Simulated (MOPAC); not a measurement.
MOPAC input (AM1):

```
AM1 1SCF GEO-OK AUX(PRECISION=9) THREADS=1
N2O

N    -0.00000000 1   -0.00000000 1   -1.19434265 1
N    -0.00000000 1   -0.00000000 1   -0.07337328 1
O     0.00000000 1    0.00000000 1    1.10925144 1
```

From the output:

```
                                                       MOPAC v23.2.5 Linux

          FINAL HEAT OF FORMATION =         28.55876 KCAL/MOL =     119.48984 KJ/MOL

          COSMO AREA              =         65.69 SQUARE ANGSTROMS
          COSMO VOLUME            =         46.39 CUBIC ANGSTROMS

          IONIZATION POTENTIAL    =         12.107151 EV
          HOMO LUMO ENERGIES (EV) =        -12.107  0.429
          NO. OF FILLED LEVELS    =          8
          MOLECULAR WEIGHT        =         44.0128         POINT GROUP:  C*v

          MOLECULAR DIMENSIONS (Angstroms)

            Atom       Atom       Distance
            O     3    N     1     2.30359
            O     3    N     1     0.00000
            N     1    N     2     0.00000

          SCF CALCULATIONS        =          1

   ATOM   CHEMICAL          X               Y               Z
  NUMBER   SYMBOL      (ANGSTROMS)     (ANGSTROMS)     (ANGSTROMS)

     1       N         -0.00000000  *  -0.00000000  *  -1.19434265  *
     2       N         -0.00000000  *  -0.00000000  *  -0.07337328  *
     3       O          0.00000000  *   0.00000000  *   1.10925144  *

                             CARTESIAN COORDINATES

   1    N       -0.000000000    -0.000000000    -1.194342650
   2    N       -0.000000000    -0.000000000    -0.073373280
   3    O        0.000000000     0.000000000     1.109251440

           Empirical Formula: N2 O  =     3 atoms

      MOLECULAR POINT GROUP   :   C*v

                  EIGENVALUES
 -43.07723 -38.97289 -23.45413 -19.26772 -19.26772 -17.35949 -12.10715 -12.10715
   0.42910   0.42910   1.47549   7.87564

              NET ATOMIC CHARGES AND DIPOLE CONTRIBUTIONS

  ATOM NO.   TYPE          CHARGE      No. of ELECS.   s-Pop       p-Pop
    1          N          -0.069351        5.0694     1.88076     3.18859
    2          N           0.357148        4.6429     1.44669     3.19616
    3          O          -0.287796        6.2878     1.94230     4.34550
 DIPOLE           X         Y         Z       TOTAL
 POINT-CHG.     0.000     0.000    -1.261     1.261
 HYBRID        -0.000     0.000     0.532     0.532
 SUM           -0.000     0.000    -0.729     0.729

          ATOMIC ORBITAL ELECTRON POPULATIONS

     Atom    s        px        py        pz
    1  N   1.88076   1.16614   1.16614   0.85631
    2  N   1.44669   1.08986   1.08986   1.01645
    3  O   1.94230   1.74400   1.74400   0.85749

 **********************
 *                    *
 * JOB ENDED NORMALLY *
 *                    *
 **********************

 == MOPAC DONE ==
```

The geometry given is a B3LYP-D3(BJ)/def2-TZVP minimum.
